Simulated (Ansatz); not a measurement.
## Nudged elastic band run: CH$_{3}$S$_{2}$, charge +1

input.yaml

```yaml
crystal:
  periodic: [false, false, false]
  atoms:
    - { symbol: C, position_ang: [-0.347808, 0.049023, -0.554001] }
    - { symbol: S, position_ang: [1.071642, -1.060341, -0.512974] }
    - { symbol: S, position_ang: [0.013488, -0.425173, 1.189827] }
    - { symbol: H, position_ang: [-1.314122, -0.371517, -0.892094] }
    - { symbol: H, position_ang: [-0.171467, 1.11747, -0.784776] }
    - { symbol: H, position_ang: [0.748266, 0.690527, 1.554018] }
total_charge: 1
basis:
  gaussian: { orbitals: def2-SVP }
hamiltonian:
  xc: pbe
neb:
  order_check: false
  images: 7
  f_tol: 0.03
  max_iterations: 3
  final_atoms:
    - { symbol: C, position_ang: [-0.52097466, 0.08475097, -0.38919118] }
    - { symbol: S, position_ang: [1.07251294, -0.64301644, 0.18255482] }
    - { symbol: S, position_ang: [-0.75391645, -0.68516543, 1.22419639] }
    - { symbol: H, position_ang: [-0.91369485, -0.45353666, -1.27287805] }
    - { symbol: H, position_ang: [-0.52650459, 1.19040644, -0.44690201] }
    - { symbol: H, position_ang: [1.64257661, 0.50655013, 0.70222004] }
  initial_path:
    images:
      - { positions_ang: [[-0.347808, 0.049023, -0.554001], [1.071642, -1.060341, -0.512974], [0.013488, -0.425173, 1.189827], [-1.314122, -0.371517, -0.892094], [-0.171467, 1.11747, -0.784776], [0.748266, 0.690527, 1.554018]] }
      - { positions_ang: [[-0.36889223, 0.06133764, -0.5424912], [1.08222102, -0.97967, -0.41345755], [-0.07671997, -0.38920126, 1.20718627], [-1.27825445, -0.398116, -0.93376516], [-0.22548758, 1.12456334, -0.78617485], [0.86713221, 0.58107529, 1.4687025]] }
      - { positions_ang: [[-0.38997647, 0.07365229, -0.5309814], [1.09280005, -0.89899901, -0.31394111], [-0.16692794, -0.35322953, 1.22454554], [-1.2423869, -0.42471501, -0.97543632], [-0.27950816, 1.13165668, -0.78757371], [0.98599841, 0.47162358, 1.38338699]] }
      - { positions_ang: [[-0.4110607, 0.08596693, -0.5194716], [1.10337907, -0.81832801, -0.21442466], [-0.2571359, -0.31725779, 1.24190481], [-1.20651935, -0.45131401, -1.01710748], [-0.33352874, 1.13875002, -0.78897256], [1.10486462, 0.36217187, 1.29807149]] }
      - { positions_ang: [[-0.43214493, 0.09828157, -0.5079618], [1.1139581, -0.73765701, -0.11490821], [-0.34734387, -0.28128606, 1.25926408], [-1.1706518, -0.47791301, -1.05877864], [-0.38754932, 1.14584336, -0.79037141], [1.22373083, 0.25272015, 1.21275599]] }
      - { positions_ang: [[-0.45435236, 0.09489892, -0.47826914], [1.10359681, -0.71399687, -0.04054246], [-0.44898702, -0.3822559, 1.25049715], [-1.10641256, -0.47181892, -1.11230349], [-0.42228814, 1.15698413, -0.70450406], [1.32844227, 0.31617765, 1.085122]] }
      - { positions_ang: [[-0.4765598, 0.09151627, -0.44857649], [1.09323552, -0.69033672, 0.0338233], [-0.55063016, -0.48322574, 1.24173023], [-1.04217332, -0.46572484, -1.16582834], [-0.45702695, 1.1681249, -0.61863671], [1.43315372, 0.37963514, 0.95748801]] }
      - { positions_ang: [[-0.49876723, 0.08813362, -0.41888383], [1.08287423, -0.66667658, 0.10818906], [-0.65227331, -0.58419559, 1.23296331], [-0.97793409, -0.45963075, -1.2193532], [-0.49176577, 1.17926567, -0.53276936], [1.53786516, 0.44309263, 0.82985402]] }
      - { positions_ang: [[-0.52097466, 0.08475097, -0.38919118], [1.07251294, -0.64301644, 0.18255482], [-0.75391645, -0.68516543, 1.22419639], [-0.91369485, -0.45353666, -1.27287805], [-0.52650459, 1.19040644, -0.44690201], [1.64257661, 0.50655013, 0.70222004]] }
```

Launched with:

```bash
$ ansatz run input.yaml --threads 1 --pin off --max-ram 2048MiB --backend cpu --events-out ev --progress --plain --runs-dir out
```

Output, in part (warnings, iteration lines):

```
NEB end point (image 0): max|allowed force component| = 6.019e-3 eV/Å (the criterion of neb.relax_end_points is 1.000e-2)
NEB end point (image 8): max|allowed force component| = 1.050e-2 eV/Å (the criterion of neb.relax_end_points is 1.000e-2)
NEB iter   1: max|band force component| = 2.405e0 eV/Å  barrier→ = 1.2501 eV  barrier← = 1.2501 eV  Δτ_max = 0.2000 Å  (237 SCF iters)
NEB iter   2: max|band force component| = 5.947e-1 eV/Å  barrier→ = 0.9469 eV  barrier← = 0.9469 eV  Δτ_max = 0.0799 Å  (198 SCF iters)
NEB iter   3: max|band force component| = 2.506e-1 eV/Å  barrier→ = 0.9248 eV  barrier← = 0.9248 eV  CI = image 4  Δτ_max = 0.0120 Å  (193 SCF iters)
Error: NEB band did not converge after 3 iterations: max|band force component| = 2.51e-1 eV/Å (threshold 3.0e-2); raise `neb.max_iterations` in a new run, which can start from the last band evaluated (`neb.initial_path`, with `crystal.atoms` and `neb.final_atoms` set to its first and last images), …
```

The run ended unconverged. The band didn't meet its force threshold, so its energies are provisional: the largest band force was still 0.25 eV/Å, and over the last iterations the top moved between 0.92 and 1.25 eV. The orbitals stay closed-shell, which can raise the energy where a bond breaks towards radicals; this wasn't checked here. Limits of this set-up: the dipole of an ion depends on the origin.

Final band (atoms are numbered from 1 in the order of the input):

| image | path coordinate (Å) | energy (eV) | S3–H6 (Å) | S2–H6 (Å) |
| --- | --- | --- | --- | --- |
| 0 | 0.00 | 0.00 | 1.38 | 2.73 |
| 1 | 0.27 | 0.11 | 1.37 | 2.50 |
| 2 | 0.53 | 0.40 | 1.37 | 2.22 |
| 3 | 0.80 | 0.74 | 1.43 | 1.91 |
| 4 | 1.07 | 0.92 | 1.61 | 1.61 |
| 5 | 1.34 | 0.74 | 1.91 | 1.43 |
| 6 | 1.60 | 0.41 | 2.22 | 1.37 |
| 7 | 1.87 | 0.11 | 2.50 | 1.37 |
| 8 | 2.14 | 0.00 | 2.73 | 1.38 |

Time of the run: 25 s on 1 thread of Arm Neoverse V2, with other jobs on the host, peak memory 0.098 GiB.
